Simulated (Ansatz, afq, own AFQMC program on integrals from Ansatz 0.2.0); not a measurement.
# CH4Ge, singlet: a scan with AFQMC

```xyz
6

Ge    0.0000    0.0000    0.2739
C     0.0000    0.0000   -1.4947
H     0.0000    1.2853    1.0968
H     0.0000   -1.2853    1.0968
H     0.0000    0.9233   -2.0594
H     0.0000   -0.9233   -2.0594
```

The Ge1–C2 distance is changed with both sides rigid. Energies in kcal/mol count from this geometry (1.769 Å) at the same level; the start stands on RHF, each point on the determinant named.

Basis 6-31G. Only valence electrons are correlated. Integrals, coupled cluster, full CI and functionals: Ansatz 0.2.0; the random walks run on the same integrals in our own AFQMC program. ph-AFQMC/CISD is guided by a CISD state made of CCSD amplitudes; releasing the constraint for a short imaginary time cuts its bias at the price of noise, slowly where states lie close. Error bars are statistical, one sigma. No spin–orbit coupling.

Cautions, each for one point or more: (T) is large; cluster runs in doubt by the program's own checks; higher spins were not checked; inner d shell frozen; no relativity below Rb; no spin-orbit coupling; restricted determinant unstable towards unrestricted; strong correlation; the ph-AFQMC/CISD walk drifts between its halves; the search met a lower determinant of the same kind, perhaps of another symmetry, and this one is a saddle point.

```csv
r(Ge1–C2) / Å,det.,T1,weight,CCSD(T),ph-AFQMC/CISD,MP2,r2SCAN
1.443,RHF,0.011,0.90,80.2,79.5 ± 0.4,77.9,68.3
2.142,RHF,0.017,0.82,19.9,19.4 ± 0.5,23.3,27.7§
2.823,RHF¶,0.047,0.62,76.6,82.7 ± 1.3,91.5,90.4§
5.926,RHF†,0.009,0.87,127.7,126.9 ± 0.4,133.4,–
```

Weight is that of the determinant in the CISD state; at the start T1 is 0.013 and the weight 0.87. ¶ marks points with a poor determinant and no full CI, where no value is sure; they don't count among the departures. A dagger marks points whose determinant fills other symmetries than the start's, so the wave-function levels may follow another state there, or a degenerate partner. A dash marks a missing value, a released energy that hasn't settled or a functional that sits on another state. § marks a functional whose ⟨S²⟩ is too high by over 0.1. Largest departures from phaseless AFQMC with a CISD trial: CCSD(T) 0.8 kcal/mol at 5.926 (on RHF), MP2 6.5 kcal/mol at 5.926 (on RHF). The walk's constraint bias lies outside its error bars, so these are departures and not errors. The functionals aren't scored here. In this small basis the wave-function levels are far from their limit, so their gap to the functionals isn't the functionals' error.

Some points may be missing: those where a free walk finds a much lower state, and past Zn most of those on another determinant than at the start.

A walk keeps the symmetry of its determinant, which the program's search chose and which needn't be the lowest solution, so a lower state of the same spin and another symmetry isn't excluded.
